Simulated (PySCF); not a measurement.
Isomers of C5H7N. Method used: PySCF 2.14.0, density-fitted response routines, TDDFT wB97X-D/def2-SVPD, vertical, gas phase, core orbitals frozen in the response. Geometries: GFN2-xTB; one conformer of each isolated species. Triplets are in the Tamm–Dancoff approximation.

A. `N(=C\C(=C)C=C)/[H]`
B. `C=CC(=C)N=C`
C. `[H]/N=C(/C)C#CC`

Lowest singlet levels (six at most, fewer where fewer were computed) with oscillator strengths:

1. 4.45 eV (f 0.034); 5.48 eV (f 0.035); 5.69 eV (f 0.343); 6.42 eV (f 0.235); 6.82 eV (f 0.006); 7.11 eV (f 0.107); T1 3.17 eV
2. 4.82 eV (f 0.003); 5.59 eV (f 0.001); 5.91 eV (f 0.159); 6.83 eV (f 0.002); 7.28 eV (f 0.015 summed over 2 states); 7.81 eV (f 0.171) [of 8 roots; the last level is left out, as the window may have cut its degenerate partner]; T1 4.09 eV
3. 4.48 eV (f 0.001); 5.04 eV (f 0.173); 6.19 eV (f 0.345); 6.68 eV (f 0.232); 6.68 eV (f 0.000); 7.09 eV (f 0.007); T1 2.90 eV

**Question.** Match each spectrum to its molecule.

**Answer.** 1 = B, 2 = C, 3 = A.
- A: S1 at 4.48 eV, HOMO-1→LUMO (87%), HOMO-1→LUMO+1 (11%); Löwdin shares by element: HOMO carbon 81% or more (atoms not listed hold the other 19%); LUMO carbon 58% or more, nitrogen 15% (atoms not listed hold the other 27%); HOMO -8.64 and LUMO 0.15 eV; point group Cs, 1 of its 6 listed states under f = 0.0005.
- B: S1 at 4.45 eV, HOMO→LUMO (40%), HOMO-1→LUMO (28%), HOMO→LUMO+1 (19%); Löwdin shares by element: HOMO carbon 63% or more, nitrogen 13% (atoms not listed hold the other 24%); LUMO carbon 51% or more, nitrogen 16% (atoms not listed hold the other 34%); HOMO -8.37 and LUMO 0.64 eV.
- C: S1 at 4.82 eV, HOMO→LUMO (97%); Löwdin shares by element: HOMO nitrogen 49%, carbon 38% or more; LUMO carbon 55% or more, nitrogen 28% (atoms not listed hold the other 18%); HOMO -9.33 and LUMO 0.86 eV.
A and B have S1 within 0.03 eV of each other; their strongest listed levels stand at 6.19 eV (f 0.345) and 5.69 eV (f 0.343).
